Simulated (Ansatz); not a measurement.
A run of Ansatz (development build ahead of 0.2.0) on doublet Si₂H₆(+) at this shape:

```json
{"atom": "Si", "x (Å)": "-0.5335", "y (Å)": "-0.3575", "z (Å)": "1.1838"}
{"atom": "Si", "x (Å)": "0.5298", "y (Å)": "0.3663", "z (Å)": "-1.1908"}
{"atom": "H", "x (Å)": "0.6409", "y (Å)": "-0.6177", "z (Å)": "1.9820"}
{"atom": "H", "x (Å)": "-1.2926", "y (Å)": "0.8118", "z (Å)": "1.5578"}
{"atom": "H", "x (Å)": "-1.3153", "y (Å)": "-1.5186", "z (Å)": "0.8307"}
{"atom": "H", "x (Å)": "-0.6431", "y (Å)": "0.6164", "z (Å)": "-1.9940"}
{"atom": "H", "x (Å)": "1.3082", "y (Å)": "1.5316", "z (Å)": "-0.8453"}
{"atom": "H", "x (Å)": "1.2930", "y (Å)": "-0.8030", "z (Å)": "-1.5564"}
```

Its results:

```yaml
Converged: yes
Total_energy: -580.83137 hartree
Spin_squared_of_the_determinant: 0.754
Stability_test: minimum
```

Forces (eV/Å):
| atom | Fx | Fy | Fz |
| --- | --- | --- | --- |
| Si1 | -0.295 | -0.204 | 0.660 |
| Si2 | 0.297 | 0.197 | -0.665 |
| H3 | 0.613 | -0.019 | 0.038 |
| H4 | -0.183 | 0.574 | -0.137 |
| H5 | -0.191 | -0.390 | -0.435 |
| H6 | -0.618 | 0.020 | -0.039 |
| H7 | 0.189 | 0.398 | 0.437 |
| H8 | 0.188 | -0.576 | 0.141 |

(1) Which input gives this output? Name the method, the orbitals and the basis set, and write the input.

Answers

(1) UHF in def2-SVP.

```yaml
crystal:
  periodic: [false, false, false]
  atoms:
    - { symbol: Si, position_ang: [-0.5335, -0.35755, 1.18381] }
    - { symbol: Si, position_ang: [0.5298, 0.36625, -1.19078] }
    - { symbol: H, position_ang: [0.64086, -0.61765, 1.98203] }
    - { symbol: H, position_ang: [-1.29263, 0.8118, 1.55784] }
    - { symbol: H, position_ang: [-1.31534, -1.51855, 0.83068] }
    - { symbol: H, position_ang: [-0.64306, 0.61641, -1.99404] }
    - { symbol: H, position_ang: [1.30821, 1.5316, -0.84532] }
    - { symbol: H, position_ang: [1.29296, -0.80297, -1.5564] }
basis:
  gaussian: { orbitals: def2-SVP }
total_charge: 1
magnetization:
  spin_polarized: true
  initial_magnetization: 1
hamiltonian:
  xc: hf
output:
  forces: true
```
